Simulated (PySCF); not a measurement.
# How methods differ on the ionisation energy of C

C [He] 2s2 2p2 (3P) → C⁺ [He] 2s2 2p1 (2P), as a difference of total energies. All numbers are calculated (PySCF 2.14, the spin-free X2C one-electron Hamiltonian (Gaussian nucleus), in aug-cc-pCVTZ-DK). Correlated levels: valence: 1s2 frozen; valence and next inner shell: nothing frozen. The calculations carry no spin-orbit coupling.

| method | ionisation energy (eV) | error (eV) |
| --- | --- | --- |
| UHF | 10.793 | -0.469 |
| LDA | 11.684 | +0.422 |
| PBE | 11.536 | +0.274 |
| PBE0 | 11.509 | +0.247 |
| r2SCAN | 11.664 | +0.402 |
| B2PLYP | 11.336 | +0.074 |
| wB97M-V | 11.294 | +0.032 |
| TPSSh | 11.452 | +0.190 |
| r2SCANh | 11.640 | +0.378 |
| MP2 (valence) | 11.249 | -0.013 |
| SCS-MP2 (valence) | 11.117 | -0.145 |
| MP2 (valence and next inner shell) | 11.266 | +0.004 |
| SCS-MP2 (valence and next inner shell) | 11.127 | -0.135 |

Reference: 11.262 eV (measured; NIST levels, between the centres of gravity of the two terms).

Errors of the correlated levels include the incompleteness of this basis and the frozen core.
